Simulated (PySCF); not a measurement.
Ranking problems on computed properties.

Species are written as SMILES; each is one conformer at its optimised geometry, gas phase (atoms past krypton carry core potentials, spin–orbit coupling is left out); the electronic structure was computed with PySCF and density fitting.

Dipoles, sizes and rotational constants follow the conformer. The torsions of the flexible species, by atom-mapped SMILES:
- `[CH3:1][O:2][GeH2:3][SiH3:4]`: C1–O2–Ge3–Si4 179°
- `[CH3:1][B:2]([PH2:3])[CH:4]([CH3:5])[CH3:6]`: C1–B2–C4–C5 147°, H–P3–B2–C1 46°, H–P3–B2–C1 147°
- `[OH:1][SiH2:2][CH2:3][GeH3:4]`: O1–Si2–C3–Ge4 -38°, H–O1–Si2–C3 -64°
- `[NH3+:1][BH2-:2][O:3][SiH3:4]`: N1–B2–O3–Si4 179°

Question: Rank by electronic spatial extent ⟨r²⟩ about the centre of nuclear charge, highest first (CAM-B3LYP/def2-SVPD at PBE0-D3(BJ)/def2-SVP geometries).
A. `C[O][GeH2][SiH3]`
B. `CN1CCN1C`
C. `PB(C)C(C)C`
D. `[GeH3][NH2]`

Answer: C (932 bohr²), A (811 bohr²), B (579 bohr²), D (191 bohr²).

By how much do the two ends of that ranking differ?

By 741 bohr², between `CB(P)C(C)C` and `[H][Ge]([H])([H])[NH2]`.

Question: Rank by static isotropic polarisability, lowest first (CAM-B3LYP/def2-SVPD at PBE0-D3(BJ)/def2-SVP geometries).
A. `C(C)(B(P)C)C`
B. `O[SiH2][CH2][GeH3]`
C. `[NH3+][BH2-]O[SiH3]`
D. `CN1CCN1C`
E. `[H][Bi]([H])[SiH3]`

Answer: C (60.1 au), D (66.2 au), B (74.7 au), E (84.2 au), A (91.4 au).

Give the two extremes of that set as polarisability volumes in Å³.

`[NH3+][BH2-]O[SiH3]`: 8.90 Å³; `CB(P)C(C)C`: 13.54 Å³.

Question: Rank by HOMO energy, lowest first (CAM-B3LYP/def2-SVPD at PBE0-D3(BJ)/def2-SVP geometries).
A. `O[SiH2][CH2][GeH3]`
B. `O([BH2-][NH3+])[SiH3]`
C. `CN1CCN1C`
D. `[GeH2]([SiH3])[O]C`

Answer: A (-9.70 eV), D (-9.18 eV), B (-8.30 eV), C (-7.05 eV).

Question: Rank by lowest singlet excitation, highest first (TDDFT CAM-B3LYP/def2-SVPD at PBE0-D3(BJ)/def2-SVP geometries).
A. `[SiH3][BiH2]`
B. `[H][Ge]([H])([H])[NH2]`
C. `[F][Cu]`
D. `C[O][GeH2][SiH3]`

Answer: D (6.42 eV), B (6.19 eV), A (5.69 eV), C (2.26 eV).

By how much do the two ends of that ranking differ?

By 4.16 eV, between `C[O][GeH2][SiH3]` and `[F][Cu]`.

Question: Rank by vertical ionisation energy, highest first (ΔSCF CAM-B3LYP/def2-SVPD at PBE0-D3(BJ)/def2-SVP geometries).
A. `[NH3+][BH2-]O[SiH3]`
B. `CN1CCN1C`
C. `O[SiH2][CH2][GeH3]`
D. `[H][Bi]([H])[SiH3]`
E. `C[O][GeH2][SiH3]`

Answer: C (10.47 eV), E (9.97 eV), D (9.32 eV), A (9.18 eV), B (7.77 eV).

By how much do the two ends of that ranking differ?

By 2.70 eV, between `O[SiH2][CH2][GeH3]` and `CN1CCN1C`.

Question: Rank by dipole moment, highest first (CAM-B3LYP/def2-SVPD at PBE0-D3(BJ)/def2-SVP geometries).
A. `[F][Cu]`
B. `[H][Bi]([H])[SiH3]`
C. `[H][Ge]([H])([H])[NH2]`
D. `[NH3+][BH2-]O[SiH3]`
E. `CN1CCN1C`
F. `O[SiH2][CH2][GeH3]`

Answer: A (5.70 D), D (5.33 D), F (1.80 D), C (1.14 D), B (0.92 D), E (0.68 D).
